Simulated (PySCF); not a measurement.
Species: C3H3FN (charge -1).
SMILES: `C[C-](F)C#N`

Structure optimised with GFN2-xTB, isolated species.

Take the most abundant isotopes and a rigid rotor. 

Task: Give the principal moments of inertia and the rotational constants in MHz.

Result: Ia = 55.34, Ib = 126.23, Ic = 176.05 u·Å²; 505379 MHz·u·Å²/I gives A = 9132, B = 4004, C = 2871 MHz.

Task: What kind of rotor is it?

Result: An asymmetric top. Ray's parameter κ = (2B − A − C)/(A − C) = -0.638; −1 is the prolate and +1 the oblate limit.

Task: What does the inertial defect say?

Result: Not planar: Δ = Ic − Ia − Ib = -5.52 u·Å². For a rigid frame Δ = −2 Σ m c², so Σ m c² = 2.76 u·Å² lies off the ab plane: 1.60 from hydrogen and 1.16 from heavier atoms. The atom farthest from that plane is 1.14 Å away.

Task: Give the coordinates in the principal-axis frame, origin at the centre of mass.

Result: The sense of each axis is arbitrary; atoms in the order of the calculation.
```json
{"atom": "C1", "mass (u)": "12.000", "a (Å)": "-1.148", "b (Å)": "-1.284", "c (Å)": "0.071"}
{"atom": "C2", "mass (u)": "12.000", "a (Å)": "-0.334", "b (Å)": "-0.068", "c (Å)": "-0.287"}
{"atom": "F3", "mass (u)": "18.998", "a (Å)": "-1.074", "b (Å)": "1.134", "c (Å)": "0.064"}
{"atom": "C4", "mass (u)": "12.000", "a (Å)": "0.994", "b (Å)": "-0.022", "c (Å)": "0.027"}
{"atom": "N5", "mass (u)": "14.003", "a (Å)": "2.168", "b (Å)": "-0.015", "c (Å)": "0.042"}
{"atom": "H6", "mass (u)": "1.008", "a (Å)": "-0.567", "b (Å)": "-2.176", "c (Å)": "-0.169"}
{"atom": "H7", "mass (u)": "1.008", "a (Å)": "-1.433", "b (Å)": "-1.340", "c (Å)": "1.138"}
{"atom": "H8", "mass (u)": "1.008", "a (Å)": "-2.076", "b (Å)": "-1.308", "c (Å)": "-0.512"}
```

Task: Estimate the classical rotational partition function at 10 K, 200 K and 298.15 K.

Result: Point group C1, symmetry number σ = 1; q = (√π/σ)·√((kT/h)³/(ABC)), k/h = 20836.6 MHz/K: 520 at 10 K, 46500 at 200 K, 84700 at 298.15 K.

GFN2-xTB frequencies: not computed here. Constants of a rigid frame at the computed geometry: no zero-point averaging, no centrifugal distortion.
